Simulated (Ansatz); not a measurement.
# AlClFH (SMILES [F][AlH][Cl]): functionals against CCSD(T) at one geometry

An exercise on one series of results from a longer session: the logs are not shown, and one member is left open.

Method: single points in def2-TZVPP; program: Ansatz 0.2.0, Gaussian basis.

Cores are frozen in the correlated methods.

## Starting geometry

SMILES `[F][AlH][Cl]`, 4 atoms, charge 0, spin multiplicity 1.

Atoms are counted from 1 here; the program's logs count them from 0.

Bond lengths: F1–Al2 1.692 Å, Al2–Cl3 2.008 Å, Al2–H4 1.510 Å. Angles: F1–Al2–Cl3 122.5°, F1–Al2–H4 110.3°, Cl3–Al2–H4 127.2°.

As a file:

```xyz
4
charge 0, multiplicity 1
F     0.54860   -1.00770    1.27030
Al    0.07010    0.02460    0.01780
Cl   -1.62240   -0.25700   -1.02460
H     1.09950    1.11050   -0.18670
```

Set-up of the first run:

File run/in.yaml:

```yaml
crystal:
  periodic: [false, false, false]
  atoms:
    - {symbol: F, position_ang: [0.548600, -1.007700, 1.270300]}
    - {symbol: Al, position_ang: [0.070100, 0.024600, 0.017800]}
    - {symbol: Cl, position_ang: [-1.622400, -0.257000, -1.024600]}
    - {symbol: H, position_ang: [1.099500, 1.110500, -0.186700]}
basis:
  gaussian: {orbitals: def2-TZVPP}
correlation: {method: ccsd_t}
output: {forces: true}
```

Launch:

```console
$ ansatz run in.yaml --threads 4 --pin off --events-out ev --progress --plain --max-ram 5222MiB
```

Among the steps run: CCSD(T)/def2-TZVPP; PBE0-D4/def2-TZVPP; wB97M-V/def2-TZVPP; r2SCAN-D4/def2-TZVPP; PBE-D4/def2-TZVPP; B97M-V/def2-TZVPP; r2SCAN0-D4/def2-TZVPP.

One table of the session follows, with a row left open; its other results are not shown here.

| method | RMS force component (eV/Å) | angle to CCSD(T) forces (°) | dipole (D) |
| --- | --- | --- | --- |
| CCSD(T) | 0.984 | reference | 1.35 |
| PBE0-D4 | ? | ? | ? |
| wB97M-V | 0.916 | 2.1 | 1.37 |
| r2SCAN-D4 | 0.940 | 2.6 | 1.32 |
| PBE-D4 | 0.879 | 9.5 | 1.32 |
| B97M-V | 0.966 | 7.4 | 1.29 |
| r2SCAN0-D4 | 1.000 | 8.0 | 1.39 |

**Question.** Estimate the row for PBE0-D4.

As computed: RMS force component (eV/Å): 0.945; angle to CCSD(T) forces (°): 4.0; dipole (D): 1.39. In the column «RMS force component (eV/Å)» it lies between r2SCAN-D4 (0.940) and B97M-V (0.966).

Caveats from the session: CCSD(T) in triple zeta still lacks some correlation energy of the bonds, so part of these gaps is its own basis error and they don't rank the functionals.
